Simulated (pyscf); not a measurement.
Single points on ωB97X-D3(BJ)/def2-SVP structures (PySCF, gas phase).

### Question
Estimate the classical barrier height and the reaction energy of HO–SiH₃ (SMILES O[SiH3]) + F–CH₂–F (SMILES FCF) → F–CH(F)–SiH₃ (SMILES FC(F)[SiH3]) + H₂O (SMILES O) at ωB97M-D3(BJ)/def2-TZVP. The step runs on the singlet surface, breaks O–Si, C–H and forms C–Si, H–O; take the separated reactants as zero.

### Answer
ΔE‡ = 291.8 kJ/mol, ΔE = +119.7 kJ/mol. Zero-point energy shifts the barrier by -7.0 kJ/mol. It is a four-centre exchange, with an imaginary mode of 999i cm⁻¹. On the product side the descent ends in a complex, 18.2 kJ/mol under the separated species and 195.9 kJ/mol under the saddle at ωB97X-D3(BJ)/def2-TZVP. This is the saddle that the search found; another between the same sides may lie lower.
